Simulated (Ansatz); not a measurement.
# Structure relaxation of Bi₃Br₂

Theory: DFT PBE, scalar-relativistic, plane waves, PAW in Ansatz 0.2.0.

The start is a random cell of Bi₃Br₂ with space group P-6m2 (No. 187), drawn with lower limits on the distances.

The final relaxation ran on this input, with the default PAW datasets:

```yaml
crystal:
  lattice:
    - [6.4916830381, 0.0, 0.0]
    - [-3.245841519, 5.6219624243, 0.0]
    - [0.0, 0.0, 8.7945064948]
  atoms:
    - { symbol: Bi, position: [0.5097555684, 0.0195111369, 0.0] }
    - { symbol: Bi, position: [0.9804888631, 0.4902444316, 0.0] }
    - { symbol: Bi, position: [0.5097555684, 0.4902444316, 0.0] }
    - { symbol: Br, position: [0.3333333333, 0.6666666667, 0.2864213203] }
    - { symbol: Br, position: [0.3333333333, 0.6666666667, 0.7135786797] }
basis:
  ecutwfc: 420
kpoints:
  mp_grid: { grid: [6, 6, 4] }
hamiltonian:
  xc: pbe
scf:
  occupations: { method: gaussian, width: 0.1 }
output:
  forces: true
  stress: true
  eigenvalues: true
  write_density: true
  write_potential: true
  elf: true
  volumetric_format: npy
relax:
  adjacent_minimum: "off"
  f_tol: 0.01
  max_steps: 80
  cell: { stress_tol: 0.05 }
```

Launched as:

```bash
ansatz run input.yaml --threads 1 --pin off --max-ram 2560MiB --backend cpu --events-out ev --progress --plain --runs-dir out
```

It took 77 s on 1 thread of Intel(R) Xeon(R) 6975P-C (Granite Rapids) (shared host), peak memory 0.59 GiB.

The program printed at the end:

```
WARN: The output density's exchange-correlation potential varies sharply where the density is thin. Do not read a vacuum level from v_tot or v_xc, or from such a field of the output density. On a cell that repeats whose density bears no net charge and no dipole along the vacuum's axis use v_es (v_loc + v_h of the components); under efield.dipole_correction with no amplitude use v_es + v_field, which holds any external_charges[].barrier, or the levels of the report's work_function block, which leave it out; under a non-zero efield.amplitude the vacuum is tilted and has no level; on a cell that repeats and bears such a dipole with no correction it is tilted too, and efield.dipole_correction with no amplitude gives each side of its ramp a level where efield: is served; in a cell that repeats whose density bears a net charge (total_charge, or a fill off its count) it is curved and has none; of a slab under crystal.periodic whose density bears no net charge use v_es, which has a level on each side, short of where the two are joined; of another it falls or rises all the way out and has none; of a slab beside external_charges read slab_vacuum_level instead, which it has where they leave it neutral. The grid or the basis barely resolves most such structure, and the values can differ between equally converged runs; as a rule a tighter scf.convergence.dr2_threshold does not remove it. Where the density itself ripples (under the LDA too) a higher basis.ecutwfc lessens it. The files hold the spikes' plane waves up to the density's cutoff. Files: v_tot_of_output_density and the like, and their columns of v_z.tsv (output.write_potential); v_xc_of_output_density and the like, and their columns of v_comp_z.tsv (output.write_potential_components). Measured: with its Gaussian average of σ = 0.25 Å subtracted twice, the exchange-correlation potential is over 0.1 eV at 5243 of the grid points where the equally averaged density (valence and model cores) is under 1e-3 e/Å³, and 1.51 eV at the most among them, at an averaged density of 1.5e-4 e/Å³. The input density's (outcome.potential() and, of a run that writes arrays, v_tot and v_xc) is over 0.1 eV, so measured, at 5243 points of its own thin density, 1.51 eV at the most. See output.write_potential in the manual, Limitations
SCF converged after 7 iterations
Free energy (F): -42755.702167 eV
Harris-Foulkes:  -42755.702167 eV  (|F-HF|=7.28e-12)
Internal energy: -42755.639676 eV  (E = F + TS)
E sigma→0 (E₀):  -42755.670922 eV
Entropy (-TS):   -0.062490 eV (-12.498 meV/atom)
Fermi energy:    0.949311 eV
--- Per-component energies (eV) ---
  E_band       = -775.365844
  E_kinetic    = 1168.229439
  E_local      = -9716.685592  (includes V_loc(G=0)·N_el)
  E_nonlocal   = 1820.313634
  E_hartree    = 3734.018704
  E_xc         = -979.138088
  E_vxc        = -634.510943  (∫ρ·V_xc dr)
  E_paw        = -36482.068280  (= ΣΔE_a)
  E_vpaw       = -880.748472  (= ΣTr[D̂ρ^β])
  E_aug_tail   = -0.001317  (compensation charges beyond the density's cutoff)
  E_ewald      = -2300.308177
  E_smearing   = -0.062490  (= −TS)
  E_closure    = 0.000000  (closes the sum)
  Σ components = -42755.702167   (vs F -42755.702167, Δ=0.00e0)
--- Forces (eV/Å), atoms counted from 1 ---
  atom   1  Bi     0.00000000    -0.00225172     0.00000000
  atom   2  Bi     0.00195004     0.00112586     0.00000000
  atom   3  Bi    -0.00195004     0.00112586     0.00000000
  atom   4  Br     0.00000000     0.00000000     0.00092307
  atom   5  Br     0.00000000     0.00000000    -0.00092307
  max |Σ_I F_I| component: 2.45e-16 eV/Å
--- Stress (GPa, compression-positive) ---
        0.007481       0.000000       0.000000
        0.000000       0.007481       0.000000
        0.000000       0.000000       0.007964
  P = ⅓ Tr σ = 0.0076 GPa (0.076 kbar)
--- Relaxed structure (6 steps of the walk, 5 accepted, 1 SCFs on fresh bases) ---
  F+E_penalty+E_count = -42755.70216679 eV   max|allowed force component| = 2.252e-3 eV/Å   (the final SCF, on the basis selected at the relaxed cell)
  cell:  # Å, volume = 325.3978 Å³
    - [6.472305, 0.000000, 0.0]
    - [-3.236152, 5.605180, 0.0]
    - [0.0, 0.0, 8.969456]
  atoms:
    - { symbol: Bi, position: [0.509275, 0.018550, 0.000000] }
    - { symbol: Bi, position: [0.981450, 0.490725, 0.000000] }
    - { symbol: Bi, position: [0.509275, 0.490725, 0.000000] }
    - { symbol: Br, position: [0.333333, 0.666667, 0.281389] }
    - { symbol: Br, position: [0.333333, 0.666667, 0.718611] }
```

Total energies depend on the potentials used, so only differences within one code and one set of settings carry meaning.

The result has space group P-6m2 (No. 187). Bi has 2 Bi at 3.06 Å, 2 Br at 3.20 Å and 2 Bi at 3.42 Å; Br is coordinated by 3 Bi at 3.20 Å and 1 Br at 3.92 Å.

Against the elements it lies at 0.07 eV/atom. The zero of energy is the elements' standard structures at the same level; no fitted shifts are applied.

The k mesh leaves about 4 meV/atom of noise in metals. No dispersion correction is applied, so the spacing between layers, chains or molecules is poorly fixed, and with it the volume and density. Spin–orbit coupling is left out.

A structure relaxed within its symmetry needn't be a true minimum.